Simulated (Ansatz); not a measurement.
Basis sets compared for PF₃. Charge 0, multiplicity 1. Geometry r2SCAN-D4/def2-TZVP. Ansatz on 2 threads of Intel Xeon 6975P-C on a shared host; times are rough, and most runs start from earlier orbitals.

Cartesian coordinates in Å:
```
P 0.153 -0.565 -0.054
F -0.111 0.302 -1.345
F 1.123 0.443 0.674
F -1.164 -0.180 0.724
```

B3LYP takes the VWN-RPA correlation.

Binding counts from free atoms (P quartet, F doublet) in the same basis, without a counterpoise term.

| level | functions | energy (Eh) | HOMO (eV) | LUMO (eV) | binding per atom (eV) | wall time |
| --- | --- | --- | --- | --- | --- | --- |
| HF/6-31G | 40 | -638.9453 | -13.47 | 3.21 | 1.18 | 0.15 s |
| HF/def2-TZVP | 130 | -639.3171 | -12.69 | 3.36 | 2.53 | 0.6 s |
| PBE-D4/def2-SVP | 60 | -640.1860 | -7.51 | -0.62 | 3.94 | 0.55 s |
| PBE-D4/def2-TZVP (with forces) | 130 | -640.7087 | -7.74 | -1.16 | 4.07 | 0.9 s |
| r2SCAN-D4/def2-TZVP | 130 | -640.9962 | -8.05 | -0.89 | 3.91 | 1.6 s |
| B3LYP-D4/6-31G | 40 | -640.7953 | -9.34 | -0.49 | 2.71 | 0.45 s |
| B3LYP-D4/def2-TZVP | 130 | -641.1631 | -9.02 | -0.48 | 3.89 | 0.96 s |
| PBE0-D4/def2-SVP | 60 | -640.2088 | -9.10 | 0.29 | 3.67 | 0.65 s |
| PBE0-D4/def2-TZVP | 130 | -640.7297 | -9.21 | -0.20 | 3.85 | 1.3 s |

Question: Estimate the rows for PBE-D4/def2-TZVPD, r2SCAN-D4/def2-TZVPD, PBE0-D4/def2-TZVPD.

Answer: 
| level | functions | energy (Eh) | HOMO (eV) | LUMO (eV) | binding per atom (eV) | wall time |
| --- | --- | --- | --- | --- | --- | --- |
| PBE-D4/def2-TZVPD | 163 | -640.7126 | -7.88 | -1.39 | 4.07 | 1.3 s |
| r2SCAN-D4/def2-TZVPD | 163 | -640.9991 | -8.14 | -1.05 | 3.92 | 2.1 s |
| PBE0-D4/def2-TZVPD | 163 | -640.7327 | -9.30 | -0.46 | 3.85 | 1.5 s |
